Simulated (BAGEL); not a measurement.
# SiNH4F (SMILES N[SiH2]F), step by step

We compute the energy (HF/def2-SVP), then the energy (NEVPT2(2,2)/def2-SVP), then the energy (CASPT2(2,2)/def2-SVP) of SiNH4F. 

Program for the calculation: BAGEL 1.2.2.

2 further runs of the same task are left out: 2 set aside as unsound or not needed.

## 1. The structure to begin with

SiNH4F has 7 atoms, charge 0, and is taken as a singlet. As SMILES, `N[SiH2]F`. The shape is that of a PBE0-D4/def2-TZVP optimisation. This is one conformer, not always the lowest.

Bond lengths: N1–Si2 1.696 Å, Si2–F3 1.605 Å, N1–H4 1.006 Å, N1–H5 1.006 Å, Si2–H6 1.479 Å, Si2–H7 1.479 Å. Angles: N1–Si2–F3 114.6°, N1–Si2–H6 108.3°, N1–Si2–H7 108.3°, F3–Si2–H6 105.8°, F3–Si2–H7 105.8°, Si2–N1–H4 122.0°, Si2–N1–H5 122.0°, H6–Si2–H7 114.0°, H4–N1–H5 111.8°.

## 2. The energy at HF/def2-SVP (density fitting with svp-jkfit) (run 1)

Contents of hf.json:

```json
{ "bagel" : [

{
  "title" : "molecule",
  "basis" : "svp",
  "df_basis" : "svp-jkfit",
  "geometry" : [
    { "atom" : "N", "xyz" : [    -1.43906235,     0.64062472,    -1.18144355 ] },
    { "atom" : "Si", "xyz" : [     1.00359764,    -0.21863375,     0.70563696 ] },
    { "atom" : "F", "xyz" : [     0.97336202,    -3.12541048,     1.56810797 ] },
    { "atom" : "H", "xyz" : [    -1.48649447,     0.19861777,    -3.03035159 ] },
    { "atom" : "H", "xyz" : [    -3.17889729,     0.97037436,    -0.48830523 ] },
    { "atom" : "H", "xyz" : [     0.86149024,     1.27784036,     3.06269236 ] },
    { "atom" : "H", "xyz" : [     3.38144002,     0.12850894,    -0.72242907 ] }
  ]
},

{
  "title" : "hf"
},

{
  "title" : "print",
  "file" : "orbitals.molden",
  "orbitals" : true
}

]}
```

Launch:

```
$ BAGEL_NUM_THREADS=1 BAGEL hf.json > hf.out
```

Standard output:

```text
* using 1 threads per process

  ===============================================================
  ===============================================================

  *** Geometry ***

  { "atom" : "N", "xyz" : [     -1.439062,      0.640625,     -1.181444 ] },
  { "atom" : "Si", "xyz" : [      1.003598,     -0.218634,      0.705637 ] },
  { "atom" : "F", "xyz" : [      0.973362,     -3.125410,      1.568108 ] },
  { "atom" : "H", "xyz" : [     -1.486494,      0.198618,     -3.030352 ] },
  { "atom" : "H", "xyz" : [     -3.178897,      0.970374,     -0.488305 ] },
  { "atom" : "H", "xyz" : [      0.861490,      1.277840,      3.062692 ] },
  { "atom" : "H", "xyz" : [      3.381440,      0.128509,     -0.722429 ] },

  Number of auxiliary basis functions:      354

  Since a DF basis is specified, we compute 2- and 3-index integrals:
    o Being stored without compression. Storage requirement is 0.012 GB

  Number of basis functions:       66
  Number of electrons      :       34

    * METHOD: MOLECULE                             0.07

  *** RHF ***

  === Nuclear Repulsion ===
   118.5880544066

      * DIIS with orbital gradients will be used.

  === RHF iteration (svp) ===
      0       -444.82596086          0.02440207           0.02
      1       -444.96254103          0.01438417           0.01
      2       -445.02305550          0.00135748           0.01
[... 8 lines of this table left out ...]
     11       -445.02388065          0.00000001           0.02
    * SCF iteration converged.

    * Permanent dipole moment:
           (    0.484385,    -0.485724,     0.470096) a.u.

    * METHOD: HF                                   0.25

    * METHOD: PRINT                                0.01

  ===============================================================
```

It took 0.52 s on 1 thread of AMD EPYC 9R45 (Zen 5), shared host; peak memory 0.14 GiB.

## 3. A single-point energy at NEVPT2(2,2)/def2-SVP (density fitting with svp-jkfit) (run 2)

Contents of input.json:

```json
{ "bagel" : [

{
  "title" : "molecule",
  "basis" : "svp",
  "df_basis" : "svp-jkfit",
  "angstrom" : "false",
  "geometry" : [
    { "atom" : "N", "xyz" : [    -1.43906235,     0.64062472,    -1.18144355 ] },
    { "atom" : "Si", "xyz" : [     1.00359764,    -0.21863375,     0.70563696 ] },
    { "atom" : "F", "xyz" : [     0.97336202,    -3.12541048,     1.56810797 ] },
    { "atom" : "H", "xyz" : [    -1.48649447,     0.19861777,    -3.03035159 ] },
    { "atom" : "H", "xyz" : [    -3.17889729,     0.97037436,    -0.48830523 ] },
    { "atom" : "H", "xyz" : [     0.86149024,     1.27784036,     3.06269236 ] },
    { "atom" : "H", "xyz" : [     3.38144002,     0.12850894,    -0.72242907 ] }
  ]
},

{ "title" : "hf" },

{ "title" : "casscf", "nstate" : 1, "nact" : 2, "nclosed" : 16, "active" : [9, 18], "maxiter" : 200, "natocc" : "true" },

{ "title" : "nevpt2", "nstate" : 1, "nact" : 2, "nclosed" : 16, "active" : [9, 18], "maxiter" : 200, "natocc" : "true", "ncore" : 7 },

{ "title" : "print", "file" : "orbitals.molden", "orbitals" : "true" }

]}
```

Launch:

```
$ BAGEL_NUM_THREADS=1 BAGEL input.json > input.out
```

Standard output:

```text
* using 1 threads per process

  ===============================================================
  ===============================================================

  *** Geometry ***

[... 31 lines left out ...]
    * SCF iteration converged.
[... 1 line left out ...]
    * Permanent dipole moment:
[... 27 lines left out ...]
    * Second-order optimization converged. *
[... 9 lines left out ...]
     * ci vector, state   0, <S^2> = 0.0000
[... 3 lines left out ...]
    * METHOD: CASSCF                               1.63

    * freezing 7 orbitals

  === DF-NEVPT2 calculation ===

    * 3-index integral transformation done
    * assembly done

      NEVPT2 correlation energy:   -0.4391562354      0.05

          (+0)     -0.3592148844
          (+0)'    -0.0310196467
          (+1)     -0.0091562160
          (+1)'    -0.0000000000
          (+2)     -0.0002606163
          (-1)     -0.0336178901
          (-1)'     0.0000000000
          (-2)     -0.0058869820

      NEVPT2 total energy:       -445.4767530224

    * METHOD: NEVPT2                               0.08

    * METHOD: PRINT                                0.01

  ===============================================================
```

It took 2.2 s on 1 thread of AMD EPYC 9R45 (Zen 5), shared host; peak memory 0.14 GiB.

## 4. The energy at CASPT2(2,2)/def2-SVP (density fitting with svp-jkfit) (run 3)

Contents of input.json:

```json
{ "bagel": [

{
  "title": "molecule",
  "basis": "svp",
  "df_basis": "svp-jkfit",
  "angstrom": false,
  "geometry": [
    { "atom": "N", "xyz": [    -1.43906235,     0.64062472,    -1.18144355 ] },
    { "atom": "Si", "xyz": [     1.00359764,    -0.21863375,     0.70563696 ] },
    { "atom": "F", "xyz": [     0.97336202,    -3.12541048,     1.56810797 ] },
    { "atom": "H", "xyz": [    -1.48649447,     0.19861777,    -3.03035159 ] },
    { "atom": "H", "xyz": [    -3.17889729,     0.97037436,    -0.48830523 ] },
    { "atom": "H", "xyz": [     0.86149024,     1.27784036,     3.06269236 ] },
    { "atom": "H", "xyz": [     3.38144002,     0.12850894,    -0.72242907 ] }
  ]
},

{
  "title": "hf"
},

{
  "title": "casscf",
  "nstate": 1,
  "nact": 2,
  "nclosed": 16,
  "active": [9, 18],
  "maxiter": 200,
  "natocc": true
},

{
  "title": "print",
  "file": "orbitals.molden",
  "orbitals": true
},

{
  "title": "smith",
  "method": "caspt2",
  "ms": true,
  "xms": true,
  "sssr": true,
  "shift": 0.2,
  "shift_imag": true,
  "ncore": 7
}

]}
```

Launch:

```
$ BAGEL_NUM_THREADS=1 BAGEL input.json > input.out
```

Standard output:

```text
* using 1 threads per process

  ===============================================================
  ===============================================================

  *** Geometry ***

[... 33 lines left out ...]
    * Permanent dipole moment:
[... 37 lines left out ...]
     * ci vector, state   0, <S^2> = 0.0000
[... 21 lines left out ...]
       #      aibj      arbs      arbi      airj      risj      airs      arst      rist         Etot      error   time
[... 10 lines left out ...]
      ------------------------------------------------------------------------------------------------------------------

    * CASPT2 energy : state  0     -445.4806947703
        w/o shift correction       -445.4791679112
        reference weight              0.8928656979

    * METHOD: SMITH                                0.18

  ===============================================================
```

It took 2.1 s on 1 thread of AMD EPYC 9R45 (Zen 5), shared host; peak memory 0.14 GiB.

## 5. Results

| quantity | value |
| --- | --- |
| run 1, HF/def2-SVP: total energy | -445.02388 Eh |
| run 1, HF/def2-SVP: dipole moment | 2.11 D |
| run 1, HF/def2-SVP: HOMO energy | -11.77 eV |
| run 1, HF/def2-SVP: LUMO energy | 4.44 eV |
| run 1, HF/def2-SVP: HOMO–LUMO gap | 16.21 eV |
| run 2, NEVPT2(2,2)/def2-SVP: total energy | -445.47675 Eh |
| run 3, CASPT2(2,2)/def2-SVP: total energy | -445.48069 Eh |
